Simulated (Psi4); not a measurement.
This Psi4 input (wB97X-V/aug-pcseg-2) gives -582.51059 Eh with 238 basis functions.

```
memory 8100 MB

molecule {
0 1
Si    0.00024619   -0.01101351    1.17211551
Si   -0.00024619    0.01101351   -1.17211551
H    -0.00038068    1.37523852    1.69966304
H    -1.20404743   -0.71202958    1.68030332
H     1.20549084   -0.71075196    1.67980924
H     0.00038068   -1.37523852   -1.69966304
H    -1.20549084    0.71075196   -1.67980924
H     1.20404743    0.71202958   -1.68030332
}

set {
  basis aug-pcseg-2
  scf_type df
}

energy('wb97x-v')
print_variables()
```

Change:
```diff
- basis aug-pcseg-2
+ basis aug-cc-pv(t+d)z
```

**Question.** What does the run give now?

**Answer.** -582.50956 Eh (wB97X-V/aug-cc-pV(T+d)Z, 248 functions), a change of +1.03 mEh.
